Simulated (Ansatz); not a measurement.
Geometry optimisation, RKS B3LYP-D4/def2-SVPD in Ansatz.

Input file:

```yaml
crystal:
  periodic: [false, false, false]
  atoms:
    - { symbol: Si, position_ang: [-1.1683, 0.6333, -0.6357] }
    - { symbol: Si, position_ang: [0.2197, -1.043, -0.1253] }
    - { symbol: P, position_ang: [1.8428, -0.3437, 1.1822] }
    - { symbol: H, position_ang: [-2.243, 0.2148, -1.5336] }
    - { symbol: H, position_ang: [-0.4867, 1.764, -1.3655] }
    - { symbol: H, position_ang: [-1.8172, 1.2635, 0.5884] }
    - { symbol: H, position_ang: [0.8676, -1.6018, -1.3502] }
    - { symbol: H, position_ang: [-0.4542, -2.1124, 0.5843] }
    - { symbol: H, position_ang: [1.83634, -1.37998, 2.18217] }
    - { symbol: H, position_ang: [2.94909, -0.85165, 0.48163] }
basis:
  gaussian: { orbitals: def2-SVPD }
hamiltonian:
  xc: b3lyp
  dispersion: d4
relax:
  f_tol: 0.015
  max_steps: 40
```

Run as:

```bash
$ ansatz run input.yaml --threads 2 --pin off --max-ram 3072MiB --backend cpu --events-out ev --progress --plain --runs-dir out
```

Question: Where does it end, and by what steps?

Answer: The run converged. The force dipped under the threshold on the way, but the program's further checks kept it going. After 16 steps the energy has fallen by 0.322 eV; H10 moved furthest, 1.05 Å.

| step | energy less start (eV) | largest force component (eV/Å) | accepted |
| --- | --- | --- | --- |
| 0 | 0.0000 | 1.936 | yes |
| 1 | -0.2139 | 0.468 | yes |
| 2 | -0.2509 | 0.119 | yes |
| 3 | -0.2586 | 0.103 | yes |
| 4 | -0.2444 | 0.690 | no |
| 5 | -0.2675 | 0.086 | yes |
| 6 | -0.2757 | 0.201 | yes |
| 7 | -0.2815 | 0.436 | yes |
| 8 | -0.3081 | 0.050 | yes |
| 9 | -0.3174 | 0.042 | yes |
| 10 | -0.3116 | 0.455 | no |
| 11 | -0.3197 | 0.058 | yes |
| 12 | -0.3193 | 0.164 | no |
| 13 | -0.3217 | 0.010 | yes |
| 14 | -0.3220 | 0.041 | yes |
| 15 | -0.3220 | 0.058 | no |
| 16 | -0.3222 | 0.010 | yes |

```xyz
10
Properties=species:S:1:pos:R:3
Si -1.087 0.680 -0.692
Si 0.116 -1.206 0.034
P 1.695 -0.516 1.535
H -2.142 0.292 -1.672
H -0.159 1.649 -1.346
H -1.732 1.352 0.473
H 0.700 -1.929 -1.135
H -0.796 -2.144 0.753
H 2.434 -1.740 1.513
H 2.518 0.106 0.546
```

Time of the run: 34 s on 2 threads of Intel(R) Xeon(R) 6975P-C (Granite Rapids), on a shared host, peak memory 0.32 GiB.
